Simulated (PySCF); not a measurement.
Gas-phase reaction: Al(CH3)2Cl + 5 Al(CH3)3 → 6 AlH(CH3)2 + CH3Cl + C4H6 (butadiene)

Energies from PySCF, thermal terms from the rigid-rotor harmonic-oscillator model, ideal gas at 1 bar. † marks an energy on the PBE0/def2-TZVP geometry and frequencies; other levels use their own. MP2 and CCSD(T) freeze the core. All species are closed-shell singlets. Methyl groups turn as free rotors in Al(CH3)2Cl, Al(CH3)3, AlH(CH3)2. Al(CH3)2Cl, AlH(CH3)2: computed as isolated molecules; such fragments, hydroxides, amides, oligomers or adducts are transient or little studied in the gas. MP2 isn't extrapolated to the basis-set limit; its ΔH°(298 K) is 586.0 kJ in def2-SVP and 623.9 kJ in def2-TZVPP. CCSD(T) isn't extrapolated to the basis-set limit. The harmonic model lacks anharmonicity and excited electronic states, which grow with temperature; levels with a mode under 35 cm⁻¹ are left out. Internal rotation in C4H6 (butadiene) is treated as a harmonic vibration of one conformer, which makes the entropy rough.

```json
[
 {"level": "CCSD(T)/def2-SVP†", "ΔE electronic, kJ": "588", "ΔH°(298 K), kJ": "546", "ΔS°(298 K), J/K": "291", "ΔG°(1400 K), kJ": "145"},
 {"level": "MP2/def2-SVP†", "ΔE electronic, kJ": "628", "ΔH°(298 K), kJ": "586", "ΔS°(298 K), J/K": "291", "ΔG°(1400 K), kJ": "185"},
 {"level": "PBE0/def2-SVP†", "ΔE electronic, kJ": "648", "ΔH°(298 K), kJ": "607", "ΔS°(298 K), J/K": "291", "ΔG°(1400 K), kJ": "206"},
 {"level": "PBE0/def2-TZVP", "ΔE electronic, kJ": "647", "ΔH°(298 K), kJ": "605", "ΔS°(298 K), J/K": "291", "ΔG°(1400 K), kJ": "204"},
 {"level": "LDA/def2-TZVP†", "ΔE electronic, kJ": "689", "ΔH°(298 K), kJ": "647", "ΔS°(298 K), J/K": "291", "ΔG°(1400 K), kJ": "246"}
]
```
ΔH° is lowest at CCSD(T)/def2-SVP† and highest at LDA/def2-TZVP†. No reference value is set beside these.
